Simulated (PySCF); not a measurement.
Job file and geometry (Å, from PBE0-D3(BJ)/def2-TZVP) of an NMR shielding run on cyclopentanol, C5H10O, GIAO wB97X-D/pcSseg-2 NMR shielding, non-relativistic, gas phase (PySCF); density fitting, a coarse starting grid and PySCF grid level 2 are the driver's defaults:

```
$ OMP_NUM_THREADS=1 python probes_run.py task.json out

{"job": {"kind": "nmr", "xc": "wB97X-D", "basis": "pcSseg-2", "pop": false}, "charge": 0, "multiplicity": 1}
O      1.246922     1.408609    -0.814305
C      0.861847     0.657799     0.330693
C      0.874446    -0.841769     0.043457
C     -0.435385    -1.062275    -0.699706
C     -1.424812    -0.230666     0.116431
C     -0.610891     0.981938     0.608305
H      2.161104     1.194114    -1.017349
H      1.508739     0.920448     1.176661
H      1.765814    -1.153574    -0.507817
H      0.863676    -1.389353     0.993048
H     -0.721404    -2.112326    -0.782780
H     -0.349284    -0.655852    -1.711123
H     -2.304944     0.061316    -0.458883
H     -1.779722    -0.816927     0.969100
H     -0.778746     1.177511     1.668747
H     -0.864622     1.894280     0.066459
```

Q: What does the program print?

A: 
```
coarse grid: 12720 points
cycle   1  E = -271.7062972616  dE =  9.466e-01  |g| = 6.657e-01  |ddm| = 2.520e+00
cycle   2  E = -271.6934675480  dE =  1.283e-02  |g| = 7.613e-01  |ddm| = 1.096e+00
cycle   3  E = -271.7901433535  dE = -9.668e-02  |g| = 5.197e-02  |ddm| = 6.236e-01
cycle   4  E = -271.7906077581  dE = -4.644e-04  |g| = 2.482e-02  |ddm| = 4.931e-02
cycle   5  E = -271.7907440229  dE = -1.363e-04  |g| = 5.540e-03  |ddm| = 2.380e-02
cycle   6  E = -271.7907515670  dE = -7.544e-06  |g| = 8.976e-04  |ddm| = 5.465e-03
final grid: 120968 points
cycle   7  E = -271.7925638111  dE = -2.842e-04  |g| = 6.993e-03  |ddm| = 8.706e-02
cycle   8  E = -271.7925680923  dE = -4.281e-06  |g| = 6.001e-03  |ddm| = 1.379e-02
cycle   9  E = -271.7925763614  dE = -8.269e-06  |g| = 5.239e-04  |ddm| = 4.415e-03
cycle  10  E = -271.7925764400  dE = -7.855e-08  |g| = 2.312e-04  |ddm| = 1.195e-03
cycle  11  E = -271.7925764487  dE = -8.709e-09  |g| = 9.465e-05  |ddm| = 2.535e-04
cycle  12  E = -271.7925764504  dE = -1.733e-09  |g| = 1.976e-05  |ddm| = 9.803e-05
cycle  13  E = -271.7925764505  dE = -1.289e-10  |g| = 5.150e-06  |ddm| = 4.838e-05
converged SCF energy = -271.7925764505

GIAO shielding tensors (ppm)
atom      isotropic    diamagn.    paramagn.     s11        s22        s33       span
  0 O      263.572     383.071    -119.499    190.311    244.955    355.451    165.140
  1 C      107.064     239.393    -132.328     84.962    102.977    133.255     48.293
  2 C      142.577     244.312    -101.735    122.868    145.510    159.354     36.486
  3 C      158.430     243.167     -84.737    133.530    167.303    174.457     40.928
  4 C      158.002     241.648     -83.646    131.781    167.382    174.843     43.062
  5 C      150.190     243.675     -93.485    125.790    149.221    175.560     49.770
  6 H       31.641      31.855      -0.215     22.344     27.687     44.891     22.548
  7 H       27.313      30.379      -3.066     23.291     26.586     32.062      8.771
  8 H       30.176      30.805      -0.629     26.356     27.823     36.349      9.993
  9 H       30.261      31.330      -1.069     26.160     27.691     36.932     10.771
 10 H       30.093      29.505       0.588     25.356     27.480     37.442     12.086
 11 H       29.737      30.900      -1.163     25.863     27.458     35.892     10.029
 12 H       29.793      29.071       0.722     25.198     27.369     36.812     11.613
 13 H       30.280      30.291      -0.011     24.902     28.394     37.544     12.642
 14 H       29.724      29.964      -0.239     24.761     28.114     36.298     11.537
 15 H       29.960      29.871       0.089     25.506     28.585     35.788     10.282
```

Q: Turn these shieldings into chemical shifts. Scale: 17O (σref 328.24) against H2O; TMS for 13C (σref 186.29) and 1H (σref 31.63) (reference shieldings calculated alike).

A: Averaging equivalent atoms: O 0: 64.7; C 1: 79.2; C 2/5: 39.9; C 3/4: 28.1; H 7: 4.32; H 11/12: 1.87; H 9/14: 1.64; H 8/15: 1.57; H 10/13: 1.45; H 6: -0.01 ppm. Experimental scales use liquid or dissolved standards, which lie at an offset from isolated H2O (liquid H2O: subtract about 36 ppm).

Size and cost of the density-fitted run: 356 basis functions, 73 s wall time on 1 thread of an Arm Neoverse V1, shared host; peak memory 1.7 GiB.
